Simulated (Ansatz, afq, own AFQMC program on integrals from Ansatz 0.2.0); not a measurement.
Integrals from Ansatz 0.2.0, then the random walk in our own AFQMC program (afq).

```yaml
crystal:
  periodic: [false, false, false]
  atoms:
    - {symbol: Al, position_ang: [-0.105784, 0.000259, -0.234602]}
    - {symbol: H, position_ang: [0.792892, 0.003183, 3.508859]}
    - {symbol: H, position_ang: [-0.560255, -0.015738, 3.456939]}
    - {symbol: H, position_ang: [1.295743, 2.444308, -0.333605]}
    - {symbol: H, position_ang: [1.303361, -2.438689, -0.352146]}
basis:
  gaussian: {orbitals: 6-31G}
magnetization: {spin_polarized: true, initial_magnetization: 1}
correlation: {method: ccsd_t, electrons: outside_noble_gas, hamiltonian_folder: ham}
```

```sh
$ ansatz run in.yaml --threads 1 --pin off --events-out ev --progress --plain --max-ram 16896MiB --backend cuda --devices 0, --max-vram 18GiB
```

Options of the walk:

```
--method phaseless --trial cisd --walkers 160 --populations 1 --least-time 40 --time-step 0.005 --steps-per-block 5 --equilibration-blocks 400 --max-blocks 1600 --target-error 0.00128 --factor-cut 1e-05 --start spin_pure --seed 7210 --taylor-order 6
```

Times are imaginary, in 1/Eh. The walk had a cap of 60 s.

afq prints:

```
orbitals 16  electrons 4 3  factors 80 of 266
reference energy -243.89400365 Eh
CCSD correlation -0.10184859 Eh in 21 cycles, weight of the determinant in the CISD state 0.6864
energy of the start -243.980075 Eh
 block  time / (1/Eh)  mean weight  energy / Eh
     1     0.025  1.0001  -243.980285
     2     0.050  0.9999  -243.980490
     3     0.075  1.0001  -243.980720
     4     0.100  1.0001  -243.980882
     5     0.125  1.0006  -243.981063
    10     0.250  0.9998  -243.982046
   226     5.650  1.0011  -243.994658
   451    11.275  0.9998  -244.001090
   496    12.400  0.9976  -243.991559
   676    16.900  0.9998  -243.993522
   901    22.525  0.9999  -243.994997
  1126    28.150  0.9998  -243.998485
  1351    33.775  0.9997  -243.996971
  1576    39.400  1.0008  -243.995367
  1801    45.025  1.0002  -243.994472
blocks merged  error / Eh  count
     1  0.000059  1425
     2  0.000079  712
     4  0.000107  356
     8  0.000145  178
    16  0.000198  89
    32  0.000269  44
    64  0.000366  22
   128  0.000453  11
energy -243.996015 +/- 0.000366 Eh
(rows thinned)
```

The time cap ended the run before it passed its tests.

Against this walk (error 10.0 meV) on the same determinant: CCSD(T) 28.8 meV lower, CCSDT(Q) 59.0 meV lower, CCSDTQ 59.9 meV lower, full CI 59.9 meV lower, a separate phaseless walk with a CISD trial and standard settings 3.4 ± 10.9 meV higher (within the noise). The error is statistical and leaves out the bias of the constraint. The determinant has ⟨S²⟩ = 1.36, so the low cluster orders mix in higher spin, while the walk starts as a pure doublet. Full CI is exact here, so the walk's 60 meV above it is the walk's own error: the bias of the constraint with this trial, or a walk that hasn't relaxed. The determinant is a poor start (see the cautions), so the low cluster orders aren't to be relied on, and full CI is the sure value.

Cautions: constraint bias not in the error; error not settled; an unrestricted solution with more broken spin lies lower (185 meV, ⟨S²⟩ 1.74); strong correlation (T1 0.088, weight of the determinant 0.69, largest double 0.18); unrestricted determinant spin contaminated (⟨S²⟩ 1.36 against 0.75); the sampling time fell short of the least asked.

The walk took 60 s on 1 × NVIDIA H100 80GB HBM3 with 2 threads of AMD EPYC 7R13 Processor (Zen 3) (shared host) (the card was shared). The log's last line is the phaseless energy.

CCSDT and higher add their correlation energy to the determinant of the CCSD(T) run, since their own runs factorise the integrals more tightly (a shift of under 2 meV).
